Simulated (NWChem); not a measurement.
Ionisation of CHO (+1)

```
C
O 1 1.1185
H 1 1.1190 2 180.00
```
Charge +1, spin multiplicity 1.

The numbers come from NWChem runs, not from measurements. All single points use one geometry, from PBE/def2-SVP, a minimum by its harmonic frequencies.

Basis set: def2-TZVP. −ε marks an orbital energy of the parent.

B3LYP has NWChem's definition, with VWN1-RPA local correlation. The structure started from a generated list of species.

Task: Order these methods by the first vertical ionisation energy they give, lowest first: −ε(HOMO) of HF, −ε(HOMO) of PBE, −ε(HOMO) of B3LYP, −ε(HOMO) of BHandHLYP, G0W0@PBE, G0W0@PBE0.

Result: −ε(HOMO) of PBE (21.03 eV), −ε(HOMO) of B3LYP (22.36 eV), −ε(HOMO) of BHandHLYP (24.14 eV), G0W0@PBE (25.83 eV), G0W0@PBE0 (26.13 eV), −ε(HOMO) of HF (26.49 eV)
